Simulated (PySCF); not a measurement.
```yaml
atoms:
  - { symbol: O, position_ang: [0.0000, 0.0000, -1.2192] }
  - { symbol: S, position_ang: [0.0000, 0.0000, 0.6096] }
```

Basis set: cc-pVTZ on O; cc-pV(T+d)Z on S (spherical functions). Correlated methods keep 6 orbitals frozen. Charge 2, multiplicity 1.

Starred EOM-CCSD(T)(a) on the restricted Hartree–Fock determinant with PySCF 2.14.0; the energies are vertical.

(1) The solver was asked for the few lowest roots only. Give the electron affinities of singlet SO(2+) among them whose weight of singles is over 0.7 (positive where the electron binds).

Answers

(1)

```
root  energy (eV)  weight of singles
   1        20.22               0.95
   2        19.87               0.94
   3        16.54               0.96
```

Higher main lines weren't sought. Caution: large amplitudes, a single reference is doubtful.
